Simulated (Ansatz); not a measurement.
InSb (zinc blende): values from a third-order Birch-Murnaghan fit to a volume scan beside measured ones. Computed values: r2SCAN (plane waves to 500 eV, PAW, scalar-relativistic; Ansatz, a program for electronic structure). At this level the bands of InSb touch or barely overlap; measurements give the solid a gap. InSb was relaxed with its symmetry unable to fall. Spin-orbit coupling is left out, though Sb is heavy. The PAW data are Ansatz's earlier set.

| quantity | reference | kind | r2SCAN | difference |
|---|---|---|---|---|
| Lattice constant a (Å) | 6.468 | measured, corrected to the static lattice | 6.558 | +1.4 % |
| Bulk modulus B₀ (GPa) | 46.1 | measured, corrected to the static lattice | 43.4 | -6.0 % |

r2SCAN overestimates the lattice constant a by 1.4 %. r2SCAN underestimates the bulk modulus B₀ by 6.0 %.

References as given in: Daniel Mejia-Rodriguez, S. B. Trickey, Physical Review B (2018), arXiv:1807.09216.

(Under strain, the slope of the energy per volume gives the stress and its curvature an elastic modulus.)
